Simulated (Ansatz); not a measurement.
Born–Oppenheimer molecular dynamics of H$_{3}$MgNO (6 atoms, charge 0, multiplicity 1). It starts from a relaxed structure.

Computed with RKS r2SCAN/def2-SVP (Ansatz 0.2.0).

| Item | Value |
| --- | --- |
| ensemble | NVT, Nosé–Hoover chain |
| time step | 1 fs |
| steps asked | 250 |
| set temperature | 1000 K |
| thermostat | time constant 100 fs, chain length 3 (defaults) |
| seed | 966360 |

First frame:

```xyz
6
Properties=species:S:1:pos:R:3
N -1.081 0.326 -0.968
Mg 0.300 -0.106 0.249
O 1.592 -0.513 1.385
H -0.971 0.645 -1.928
H -2.083 0.285 -0.795
H 2.285 -0.702 2.010
```

How far do the bonds stretch over the last three quarters of this one trajectory? (Pairs bonded in most of those frames.)


| bond | mean (Å) | spread (Å) | shortest | longest |
| --- | --- | --- | --- | --- |
| N1–Mg2 | 1.919 | 0.056 | 1.80 | 2.02 |
| N1–H4 | 1.028 | 0.038 | 0.96 | 1.09 |
| N1–H5 | 1.030 | 0.042 | 0.95 | 1.11 |
| Mg2–O3 | 1.818 | 0.065 | 1.69 | 1.95 |
| O3–H6 | 0.963 | 0.014 | 0.94 | 0.99 |

Mean temperature of the second half: 1014 K. The conserved energy stayed within 4.5 meV per atom of its start (net change 0.66 meV per atom), so the integration is sound. A run of 0.25 ps of so small a system gives no equilibrium averages.

Time of the run: 5.3 min on 2 threads of Arm Neoverse N1, with other jobs on the host, peak memory 0.1 GiB.
